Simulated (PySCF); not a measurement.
PS4 (charge -3).
Numbering: `[S:1]=[P:2]([S-:3])([S-:4])[S-:5]`
Bond orders are those of one Lewis drawing.
The ion is multiply charged and has no counter-ions or solvent; whether it holds all its electrons wasn't checked.

Method: PySCF 2.14.0, PBE0-D3(BJ)/def2-TZVP geometry optimisation, gas phase; density fitting, grid level 2; the optimiser is geomeTRIC in internal coordinates, started from a GFN2-xTB structure with every atom displaced at random (about 0.01 Å).

Geometry at step 0:
```
atom  x, y, z in Å
S1      0.0798   -0.3408    2.0291
P2     -0.0041   -0.0035   -0.0055
S3     -0.2150    2.0081   -0.3871
S4      1.7733   -0.6854   -0.8564
S5     -1.6004   -1.0124   -0.8179
```

Q: What forces act on the atoms?

A: 
```csv
atom,Fx (eV/Å),Fy (eV/Å),Fz (eV/Å)
S1,-0.047,-0.027,0.412
P2,0.376,-0.119,-0.061
S3,-0.041,0.485,-0.046
S4,0.105,-0.054,-0.110
S5,-0.392,-0.286,-0.195
```

The largest, 0.52 eV/Å, acts on S5; the rms over all components is 0.241 eV/Å. The forces sum to zero within rounding, as they must for an isolated molecule in no field.

Q: Give the force on S5 in Eh/bohr and in nN.

A: 0.523 eV/Å ÷ 51.422 = 0.01017 Eh/bohr, and 0.523 eV/Å × 1.602 = 0.84 nN.

Q: How far is this geometry from the end of the optimisation?

A: 0.021 eV above it, and 0.023 Å rms away after alignment. The bonds farthest from their final lengths, with half the difference of the two atoms' forces along the bond (positive lengthens):

| bond | now (Å) | final (Å) | force along bond (eV/Å) |
| --- | --- | --- | --- |
| P2–S5 | 2.056 | 2.086 | +0.37 |
| P2–S3 | 2.058 | 2.086 | +0.32 |
| S1=P2 | 2.064 | 2.086 | +0.22 |
| P2–S4 | 2.085 | 2.087 | -0.12 |

The angle farthest from its final value is S1–P2–S4, 108.3° against 109.4°.

Of the 3 listed bonds off by 0.010 Å or more, this force points towards the final length in 3.

What follows is the cost of the whole optimisation. Hardware: one thread, Arm Neoverse V2 (aarch64), on a shared host. Cost: 37 s, 0.70 GiB resident at most.
